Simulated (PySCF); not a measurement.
Where PBE holds and where it fails for rock-salt MgO

Programs: PySCF.

### Question
For which of these properties of rock-salt MgO does PBE miss the measurement, in which direction and by how much: lattice constant a, bulk modulus, cohesive energy, band gap?

### Answer
PBE is well off the measurement for the lattice constant a (+1.62 %); band gap (-3.58 eV, at least halved by G0W0@PBE).  In between: bulk modulus (-12.4 %), cohesive energy (-0.23 eV/atom).

```
property                               PBE  G0W0@PBE  CCSD(T)  reference  PBE less reference
-----------------------------------  -----  --------  -------  ---------  ------------------
equilibrium lattice constant a (Å)   4.257         –    4.236      4.189             +1.62 %
bulk modulus B0 (GPa)                  149         –      156        170             -12.4 %
cohesive energy (eV/atom)             4.97         –     5.24        5.2       -0.23 eV/atom
band gap (eV), at the measured cell   4.78      7.32        –       8.36            -3.58 eV
```

The measured gap has a computed or estimated zero-point shift taken out.

Called good within 0.30 % for the lattice constant a, 5.0 % for the bulk modulus, 0.10 eV/atom for the cohesive energy (and 5 % of it), 0.10 eV for the band gap (and a fifth of it).

Called well off beyond 0.62 % for the lattice constant a, 12.5 % for the bulk modulus, 0.25 eV/atom for the cohesive energy, 0.25 eV for the band gap (bounds picked here from the quality of each reference).

Differences are worked out from the printed values.

The references are measured values: lattice constant a corrected to a static lattice, bulk modulus corrected to a static lattice, cohesive energy corrected to a static lattice, band gap corrected to a static lattice.

Unless a row names a cell, each level is at its own relaxed cell.

Density-functional gaps are differences of (generalised) Kohn–Sham levels.

References as tabulated in, or derived from, Mejia-Rodriguez and Trickey (2018), arXiv:1807.09216; Chen et al. (2018), doi:10.1103/physrevmaterials.2.073803.
